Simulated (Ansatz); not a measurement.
The input, for Ansatz 0.2.0:

```yaml
crystal:
  periodic: [false, false, false]
  atoms:
    - {symbol: Ge, position_ang: [0.019402, 0.002985, 0.314070]}
    - {symbol: N, position_ang: [-0.042211, 0.011359, -1.514909]}
    - {symbol: H, position_ang: [0.651201, -1.287292, 0.804799]}
    - {symbol: H, position_ang: [0.734312, 1.189891, 0.823013]}
    - {symbol: H, position_ang: [-1.531212, -0.095467, 0.793915]}
    - {symbol: H, position_ang: [-0.263938, -0.893290, -2.017204]}
    - {symbol: H, position_ang: [-0.402013, 0.713190, -1.987144]}
basis:
  gaussian: {orbitals: def2-mTZVP}
correlation: {active_space: {ras: {orbitals: [7, 0, 48], electrons: 14, max_holes: 2, max_particles: 2}, fixed_orbitals: true}}
output: {forces: true}
```

```sh
$ ansatz run in.yaml --threads 1 --pin off --events-out ev --progress --plain --max-ram 2393MiB
```

Q: Roughly how long does this take on 1 thread of Arm Neoverse V1, shared host, and how much host memory?

A: 7.5 s wall and 0.45 GiB.

```
676 factors; integrals over basis functions are off by at most 1.0e-3 eV
mean field evaluation 1: about -58031.6647 eV, gradient 3.5e1 eV
mean field evaluation 2: about -58031.6647 eV, gradient 3.5e1 eV
mean field evaluation 4: about -58034.1782 eV, gradient 2.4e0 eV
mean field evaluation 8: about -58034.1995 eV, gradient 9.3e-5 eV
mean field -58034.19951871 eV, -2132.7174953193 hartree, gradient 1.0e-6 eV, S^2 0.000000; 0 other end points of the search recorded, 0 dependent functions left out
reference -58034.19951871 eV, -2132.7174953193 hartree; 22, 22 occupied and 48, 48 virtual orbitals, 676 factors
state -58041.43062104 eV, -2132.9832334284 hartree
the calculation of the forces begins
Total energy: -58041.43062104 eV, -2132.9832334284 hartree
Atom 0 at     0.019402     0.002985     0.314070 Å, force    -2.381400    -1.074661    -0.318077 eV/Å
Atom 1 at    -0.042211     0.011359    -1.514909 Å, force     2.229893    -5.930533     1.319229 eV/Å
Atom 2 at     0.651201    -1.287292     0.804799 Å, force     0.361830    -0.350762     0.009983 eV/Å
Atom 3 at     0.734312     1.189891     0.823013 Å, force     0.518947     1.084120     0.410740 eV/Å
Atom 4 at    -1.531212    -0.095467     0.793915 Å, force     1.016682     0.310754     0.101870 eV/Å
Atom 5 at    -0.263938    -0.893290    -2.017204 Å, force     0.421350     1.636058     1.111012 eV/Å
Atom 6 at    -0.402013     0.713190    -1.987144 Å, force    -2.167302     4.325023    -2.634757 eV/Å
Dipole moment:    -0.086449     0.011129    -0.071583 e Å
```

Forces (eV/Å):
```
Ge  -2.381 -1.075 -0.318
N    2.230 -5.931  1.319
H    0.362 -0.351  0.010
H    0.519  1.084  0.411
H    1.017  0.311  0.102
H    0.421  1.636  1.111
H   -2.167  4.325 -2.635
```
